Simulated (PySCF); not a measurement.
## Computed and reference excited states of BTD, `c1ccc2nsnc2c1`

Published values to compare with (the computed states carry no symmetry labels, so the two lists aren't matched line by line):

```json
{"state": "3B2(π→π*)", "E (eV)": "2.82", "f": "", "kind of transition": "vertical absorption", "source": "[1]"}
{"state": "3A1(π→π*)", "E (eV)": "3.48", "f": "", "kind of transition": "vertical absorption", "source": "[1]"}
{"state": "1B2(π→π*)", "E (eV)": "4.23", "f": "", "kind of transition": "vertical absorption", "source": "[1]"}
{"state": "1B2(π→π*)", "E (eV)": "4.28", "f": "", "kind of transition": "vertical absorption", "source": "[2]"}
{"state": "1A1(π→π*)", "E (eV)": "4.36", "f": "", "kind of transition": "vertical absorption", "source": "[1]"}
{"state": "1A2(n→π*)", "E (eV)": "4.79", "f": "", "kind of transition": "vertical absorption", "source": "[1]"}
{"state": "1B1(n/σ→π*)", "E (eV)": "5.42", "f": "", "kind of transition": "vertical absorption", "source": "[1]"}
```

[1] computed, CC3/aug-cc-pVTZ, gas; Loos, Jacquemin, bicyclic systems (2021), arXiv:2109.13894
[2] computed, theoretical best estimate (aug-cc-pVQZ), gas; Loos, Comin, Blase, Jacquemin, intramolecular charge-transfer excitations (2021), arXiv:2103.02947

Species: BTD, C6H4N2S.
InChI=1S/C6H4N2S/c1-2-4-6-5(3-1)7-9-8-6/h1-4H

Level of theory: PySCF 2.14.0, density-fitted response routines, TDDFT CAM-B3LYP/def2-SVPD, vertical, gas phase, core orbitals frozen in the response. Isolated species at its GFN2-xTB geometry, gas phase.

Computed singlets: 4.17 eV (f 0.058); 4.59 eV (f 0.000); 4.68 eV (f 0.239); 5.39 eV (f 0.000); 6.46 eV (f 0.011); 6.46 eV (f 0.463); 6.63 eV (f 0.008); 6.73 eV (f 0.002). Computed triplets (Tamm–Dancoff): 2.65, 3.36, 4.02 eV.

Question: How does the lowest computed singlet compare with the best estimate listed for the lowest singlet (vertical absorption)?

Answer: 4.17 eV against 4.23 eV for 1B2(π→π*) [1]: a difference of -0.06 eV. Geometry and basis of the two calculations needn't be the same.

Question: How does the lowest computed triplet compare with the best estimate listed for the lowest triplet (vertical absorption)?

Answer: 2.65 eV against 2.82 eV for 3B2(π→π*) [1]: a difference of -0.17 eV. Geometry and basis of the two calculations needn't be the same.
